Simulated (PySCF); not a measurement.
**How methods differ on the ionisation energy of B**

B [He] 2s2 2p1 (2P) → B⁺ [He] 2s2 (1S), as a difference of total energies. Computed with PySCF 2.14 in cc-pVTZ (4s3p2d1f, 30 functions), with the non-relativistic Hamiltonian (point nucleus). Correlated levels: valence: 1s2 frozen. The calculations carry no spin-orbit coupling.

| method | ionisation energy (eV) |
| --- | --- |
| UHF | 8.038 |
| r2SCAN | 8.767 |
| MP2 (valence) | 8.261 |
| SCS-MP2 (valence) | 8.230 |
| CCSD(T) (valence) | 8.208 |

Q: Estimate what CCSD (valence) gives.

A: 8.172 eV, closest to CCSD(T) (valence) among the rows shown.

Q: Estimate what M06-2X gives.

A: 8.316 eV, closest to MP2 (valence) among the rows shown.

Errors of the correlated levels include the incompleteness of this basis and the frozen core.

The coupled-cluster amplitudes are large for B⁺ (T1 above 0.03 or a double amplitude above 0.15), so a single reference is strained.

For comparison: 8.297 eV (measured; NIST levels, between the centres of gravity of the two terms).
